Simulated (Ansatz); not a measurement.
For bcc W, r²SCAN+SOC in Ansatz (PAW) gives:

* **lattice parameter a**: 3.170 Å
* **bulk modulus B0**: 319 GPa

Task: What does r²SCAN0 (plane waves, PAW; Ansatz, an electronic-structure program) give for the same quantities?

Result: 
- lattice constant a: 3.157 Å (drops by 0.4 %)
- bulk modulus: 345 GPa (increases by 8.2 %)

For comparison: lattice constant a 3.16 Å (measured, static lattice: zero-point anharmonic expansion removed; as tabulated in Mejia-Rodriguez and Trickey (2018), arXiv:1807.09216); bulk modulus 312 GPa (measured, zero-point energy and finite temperature contributions removed, our sources range from 300 to 328; as tabulated in doi:10.1021/acs.jctc.3c00612).

Changes are worked out from the printed values.

Unless a cell is named, each level is at its own relaxed cell (r²SCAN+SOC 15.92, r²SCAN0 15.74 Å³/atom).

Levels without +SOC leave out spin–orbit coupling, which shifts energies and cells of such heavy elements.

Ansatz's density-functional and Hartree–Fock values are scalar-relativistic unless marked +SOC, with PAW data made under PBE.
